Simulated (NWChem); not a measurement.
## Basis-set convergence for hydrazine (H4N2)

SMILES: NN
```xyz
6

N      0.1793    -0.6865     0.0757
N     -0.1793     0.6865     0.0757
H     -0.6482    -1.2350     0.3070
H      0.5101    -1.0127    -0.8368
H      0.6482     1.2350     0.3070
H     -0.5101     1.0127    -0.8368
```
Charge 0, spin multiplicity 1.

Everything below was run with NWChem. All single points use one geometry, from B3LYP/def2-SVP, a minimum by its harmonic frequencies. It is one conformer; others weren't searched.

Quantity: vertical ionisation energy at the level ΔPBE (Δ: difference of total energies, the cation a doublet at the parent's geometry with its hole in an orbital of symmetry a (C2 labels); it is the state that the SCF runs reached, from PBE0 orbitals for Hartree-Fock references, and need not be the lowest).

The Pople sets run with spherical d functions. The stability of the SCF solutions was not checked.

Costs are rough ratios of processor time within this set of runs, SCF included, with cc-pVDZ as 1.

Task: In def2-QZVP the value is 9.79 eV. Among cc-pVDZ, 6-311G**, 6-311++G**, def2-TZVP, pcseg-2, def2-TZVPP, aug-cc-pVTZ, cc-pVQZ, which is the smallest basis within 0.1 eV of it?

Result: 6-311++G**, with 72 functions against 234 and about 3 % of the time (also within reach: def2-TZVP, pcseg-2, def2-TZVPP, aug-cc-pVTZ, cc-pVQZ). def2-QZVP isn't the basis-set limit itself, and a small set can land close by cancellation.

```csv
basis,functions,vertical ionisation energy (eV),relative cost
cc-pVDZ,48,9.42,1
6-311G**,60,9.58,under 3
6-311++G**,72,9.81,under 3
def2-TZVP,86,9.73,under 3
pcseg-2,116,9.79,3
def2-TZVPP,118,9.74,3
aug-cc-pVTZ,184,9.81,10
cc-pVQZ,230,9.75,50
def2-QZVP,234,9.79,50
```
